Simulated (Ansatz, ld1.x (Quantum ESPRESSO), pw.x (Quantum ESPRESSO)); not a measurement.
What a changed setting does to a pw.x run (sc Tc)

Potential: norm-conserving Troullier–Martins (Kleinman–Bylander form), ld1.x (Quantum ESPRESSO) 7.5, PBEsol; core [Kr], reference 4d5 5s1.5 5p0; waves: 5p (bound, empty): rc 3.65 bohr; 4d (bound): rc 1.60 bohr; 4f channel at -0.2 Ry: rc 4.00 bohr; 5s (bound): rc 2.85 bohr; local part: the s channel; core correction: a·sin(br)/r model core inside 1.15 bohr.

The reference run (k-mesh 13³, cutoffs 75/300 Ry, Fermi–Dirac 0.01 Ry, mixing_beta 0.4, conv_thr 1e-9, no spin) gives 1.18 GPa at 15.726 Å³/atom, where all-electron LAPW gives -0.20 GPa. This run, with its own iteration cap, changes ecutrho/ecutwfc to 3.

```
&control
  calculation='scf', prefix='x', pseudo_dir='./', outdir='./tmp', tstress=.true., disk_io='none'
/
&system
  ibrav=0, nat=1, ntyp=1, ecutwfc=75, ecutrho=225, nbnd=11,
  occupations='smearing', smearing='fd', degauss=0.01
/
&electrons
  conv_thr=1e-09, mixing_beta=0.4, electron_maxstep=70
/
ATOMIC_SPECIES
Tc 1.0 Tc.UPF
CELL_PARAMETERS angstrom
  2.50537510 0.00000000 0.00000000
  0.00000000 2.50537510 0.00000000
  0.00000000 0.00000000 2.50537510
ATOMIC_POSITIONS crystal
Tc 0.0000 0.0000 0.0000
K_POINTS automatic
13 13 13 0 0 0
```

```bash
pw.x < Tc.scf.in > Tc.scf.out
```

Task: How does the run end?

Result: It converges in 7 iterations; the free energy moves by +0.1 meV/atom and the pressure by -0.02 GPa. Below 4 the density is truncated and F is no longer variational, so a small shift in one case is no licence.

```
Message from routine set_cutoff:
     ecutrho < 4*ecutwfc, are you sure?
     Message from routine setup:
     using ibrav=0 with symmetry is DISCOURAGED, use correct ibrav instead
     lattice parameter (alat)  =       4.7345  a.u.
     unit-cell volume          =     106.1243 (a.u.)^3
     number of electrons       =         7.00
     number of Kohn-Sham states=           11
     kinetic-energy cutoff     =      75.0000  Ry
     charge density cutoff     =     225.0000  Ry
     scf convergence threshold =      1.0E-09
     Exchange-correlation= PBESOL
     number of k points=    84  Fermi-Dirac smearing, width (Ry)=  0.0100
     iteration #  1     ecut=    75.00 Ry     beta= 0.40
     total energy              =     -37.46614784 Ry
     estimated scf accuracy    <       0.08640526 Ry
     iteration #  2     ecut=    75.00 Ry     beta= 0.40
     total energy              =     -37.47312093 Ry
     estimated scf accuracy    <       0.00574784 Ry
     iteration #  3     ecut=    75.00 Ry     beta= 0.40
     total energy              =     -37.47402646 Ry
     estimated scf accuracy    <       0.00030523 Ry
     iteration #  4     ecut=    75.00 Ry     beta= 0.40
     total energy              =     -37.47404049 Ry
     estimated scf accuracy    <       0.00000747 Ry
     iteration #  5     ecut=    75.00 Ry     beta= 0.40
     total energy              =     -37.47404228 Ry
     estimated scf accuracy    <       0.00000010 Ry
     iteration #  6     ecut=    75.00 Ry     beta= 0.40
     total energy              =     -37.47404228 Ry
     estimated scf accuracy    <       0.00000004 Ry
     iteration #  7     ecut=    75.00 Ry     beta= 0.40
     the Fermi energy is    14.1234 ev
!    total energy              =     -37.47404229 Ry
     estimated scf accuracy    <          2.4E-10 Ry
     smearing contrib. (-TS)   =      -0.00551679 Ry
     The total energy is F=E-TS. E is the sum of the following terms:
     one-electron contribution =      11.67870898 Ry
     hartree contribution      =       1.52124801 Ry
     xc contribution           =     -21.30352823 Ry
     ewald contribution        =     -29.36495426 Ry
     convergence has been achieved in   7 iterations
          total   stress  (Ry/bohr**3)                   (kbar)     P=       11.59
     Message from routine punch:
     Nothing written, as per user request (disk_io='none')
```

The run took about 7.8 s on one core of a shared host (Neoverse-V1, 32 threads, 247 GiB, load 23).
